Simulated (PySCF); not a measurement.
**LiP (triplet): the SCF solver's settings**

Aim: find out which solver settings change the answer for LiP (triplet).

Computed with PySCF 2.14.0. Level: each script names its method and basis.

1 further run of the same task is left out (it didn't finish).

### Step 1. The starting structure

LiP (triplet): 2 atoms, charge 0, spin multiplicity 3.

Bond lengths: Li1–P2 2.350 Å.

### Step 2. The run that the others are compared with

The input, input.py:

```python
from pyscf import gto, scf

mol = gto.M(
    atom='Li 0 0 0; P 0 0 2.35',
    basis='minao',
    charge=0,
    spin=2,
    verbose=3,
)
mf = scf.ROHF(mol)
mf = mf.density_fit(auxbasis='def2-universal-jkfit')
mf.kernel()
mf.dip_moment()
print('orbital energies (hartree):', mf.mo_energy[..., max(0, mol.nelec[1]-3):mol.nelec[0]+3].round(4))
```

Started as:

```
> OMP_NUM_THREADS=1 python input.py
```

The log of this run is left out.

It gives: E(SCF) = -348.132681 Eh, μ = 6.52 D.

The bond length is a typed value, not an optimised one. The triplet is typed in the script; nothing here shows that it is the ground state.

### Step 3. Convergence threshold 1e-13 hartree

Edit 1 changes convergence threshold: default → 1e-13 hartree.

The input, input.py:

```python
from pyscf import gto, scf

mol = gto.M(
    atom='Li 0 0 0; P 0 0 2.35',
    basis='minao',
    charge=0,
    spin=2,
    verbose=3,
)
mf = scf.ROHF(mol)
mf = mf.density_fit(auxbasis='def2-universal-jkfit')
mf.conv_tol = 1e-13
mf.kernel()
mf.dip_moment()
print('orbital energies (hartree):', mf.mo_energy[..., max(0, mol.nelec[1]-3):mol.nelec[0]+3].round(4))
```

Started as:

```
> OMP_NUM_THREADS=1 python input.py
```

### Step 4. Level shift 0.1 hartree

Edit 2 changes level shift: none → 0.1 hartree.

Edit input.py of step 2 so:

```diff
@@ -11,2 +11,3 @@
 mf = mf.density_fit(auxbasis='def2-universal-jkfit')
+mf.level_shift = 0.1
 mf.kernel()
```

### Step 5. Second-order solver on

Edit 3 changes second-order solver: off → on.

Edit input.py of step 2 so:

```diff
@@ -11,2 +11,3 @@
 mf = mf.density_fit(auxbasis='def2-universal-jkfit')
+mf = mf.newton()
 mf.kernel()
```

### Step 6. Smearing width 0.01 hartree

Edit 4 changes smearing width: none → 0.01 hartree.

Edit input.py of step 2 so:

```diff
@@ -11,2 +11,3 @@
 mf = mf.density_fit(auxbasis='def2-universal-jkfit')
+mf = scf.addons.smearing_(mf, sigma=0.01, method='fermi')
 mf.kernel()
```

### Step 7. DIIS space 2

Edit 5 changes DIIS space: default → 2.

Edit input.py of step 2 so:

```diff
@@ -11,2 +11,3 @@
 mf = mf.density_fit(auxbasis='def2-universal-jkfit')
+mf.diis_space = 2
 mf.kernel()
```

Q: Predict the outcome of this session. Wanted: for each run, E(SCF); from base; SCF dipole.

**Answer**, as computed:

| run | E(SCF) (hartree) | from base (eV) | SCF dipole (D) |
| --- | --- | --- | --- |
| base | -348.132681 | 0 | 6.52 |
| convergence threshold 1e-13 hartree | -348.132681 | 0.0000 | 6.52 |
| level shift 0.1 hartree | -348.132681 | 0.0000 | 6.52 |
| second-order solver on | -348.132681 | 0.0000 | 6.52 |
| smearing width 0.01 hartree (poor choice) | -347.909613 | not comparable | 6.52 |
| DIIS space 2 | -348.132681 | 0.0000 | 6.52 |

What this shows: No change of the SCF energy comes from convergence threshold 1e-13 hartree or level shift 0.1 hartree or second-order solver on or DIIS space 2. Rows marked «poor choice» come from settings spoiled on purpose.
